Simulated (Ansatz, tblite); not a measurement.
Elastic constant C33 (GPa) of solids drawn from the class of tetrahedrally bonded semiconductors and semimetals, at two levels: GFN1-xTB tight binding with its D3(BJ) term, in tblite, supercell at the zone centre, Fermi filling at 1000 K (free energies), no spin polarisation (tblite), and r²SCAN (plane waves, PAW; Ansatz, an electronic-structure program).

```json
[
 {"solid": "wurtzite CdS", "GFN1-xTB": "56.2", "r²SCAN": "92.6", "shift (%)": "+65"},
 {"solid": "wurtzite AlN", "GFN1-xTB": "179", "r²SCAN": "385", "shift (%)": "+115"},
 {"solid": "2H-SiC", "GFN1-xTB": "468", "r²SCAN": "575", "shift (%)": "+23"},
 {"solid": "wurtzite BN (high-pressure phase)", "GFN1-xTB": "1041", "r²SCAN": "1064", "shift (%)": "+2.2"},
 {"solid": "wurtzite GaN", "GFN1-xTB": "194", "r²SCAN": "401", "shift (%)": "+107"},
 {"solid": "wurtzite ZnO", "GFN1-xTB": "58.3", "r²SCAN": "221", "shift (%)": "+279"},
 {"solid": "wurtzite CdSe", "GFN1-xTB": "57.1", "r²SCAN": "81.5", "shift (%)": "+43"}
]
```

The shifts run from +2.2 % to +279 %, with a median of +65 %.

Of 7 rows, r²SCAN is the larger in 7 and the smaller in 0.

Ansatz's runs of these crystals have no spin polarisation.

Each level is taken at its own relaxed cell. Caveats: the method was fitted mainly to molecules (GFN1-xTB: wurtzite CdS, wurtzite AlN, 2H-SiC, wurtzite BN, wurtzite GaN, wurtzite ZnO and 1 more); the relaxed volume lies over a fifth from the starting cell (GFN1-xTB: wurtzite ZnO); the run uses a supercell at the zone centre in place of a k mesh (GFN1-xTB: wurtzite CdS, wurtzite AlN, 2H-SiC, wurtzite BN, wurtzite GaN, wurtzite ZnO and 1 more). Ansatz's density-functional and Hartree–Fock values are scalar-relativistic unless marked +SOC, with PAW data made under PBE.
